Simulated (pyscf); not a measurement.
This saddle point was located with ωB97X-D3(BJ)/def2-SVP in PySCF.

```
Si
H 1 1.5218
H 1 1.6225 2 88.90
H 3 1.1445 1 83.97 2 84.83
Cl 4 1.4888 3 149.96 1 13.77
```
Charge 0, spin multiplicity 1.

Surface: singlet, charge 0. Lowest wavenumbers (cm⁻¹): 907i, 393, 684, 818, 1004.

Question: Which two sides does it connect, and which bonds change?

Answer: silylene (SiH₂) [singlet] + hydrogen chloride (HCl) ⇌ :HSi–Cl [singlet] + hydrogen (H₂), a four-centre exchange read from left to right: H–Si, Cl–H broken and Cl–Si, H–H formed. At ωB97M-D3(BJ)/def2-TZVP it lies -3.4 kcal/mol from the left side and +24.4 kcal/mol from the right (each side as separated species at their lowest minima found). On the reactant side the descent ends in a bound adduct, 10.3 kcal/mol under the separated species and 5.3 kcal/mol under the saddle at ωB97X-D3(BJ)/def2-TZVP. At ωB97M-D3(BJ) the saddle lies under the separated reactants, which points to a path from their complex (located at ωB97X-D3(BJ) alone). This is the saddle that the search found; another between the same sides may lie lower.
